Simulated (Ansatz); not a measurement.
Cs₂AgBiBr₆ (Fm-3m, No. 225) was calculated with r²SCAN (Ansatz, a first-principles code, plane waves, PAW).

Run with plane-wave cutoff 560 eV, 6×6×6 k mesh, Fermi–Dirac smearing 0.01 eV, no spin polarisation, scalar-relativistic PAW data made under PBE.

Cell (measured lattice):

```yaml
crystal:
  lattice:
    - [0.00000, 5.61610, 5.61610]
    - [5.61610, 0.00000, 5.61610]
    - [5.61610, 5.61610, 0.00000]
  atoms:
    - { symbol: Bi, position: [0.00000, 0.00000, 0.00000] }
    - { symbol: Ag, position: [0.50000, 0.50000, 0.50000] }
    - { symbol: Cs, position: [0.25000, 0.25000, 0.25000] }
    - { symbol: Cs, position: [0.75000, 0.75000, 0.75000] }
    - { symbol: Br, position: [0.25055, 0.74945, 0.25055] }
    - { symbol: Br, position: [0.25055, 0.74945, 0.74945] }
    - { symbol: Br, position: [0.74945, 0.25055, 0.74945] }
    - { symbol: Br, position: [0.74945, 0.25055, 0.25055] }
    - { symbol: Br, position: [0.25055, 0.25055, 0.74945] }
    - { symbol: Br, position: [0.74945, 0.74945, 0.25055] }
```

Problem. Give the computed band gap, smallest direct gap on the k points sampled and direct gap at Γ.

Solution. 
band gap: 1.67 eV
smallest direct gap on the k points sampled: 2.80 eV
direct gap at Γ: 3.44 eV

Note: cell and atoms aren't relaxed at this level (largest force component 0.24 eV/Å, pressure 1.0 GPa).

Spin–orbit coupling is not included; with these elements it can move the gap by several tenths of an eV or more.

Computed values are for the static lattice.

Cost on a shared machine: about 2.9 core-minutes (a rough figure).
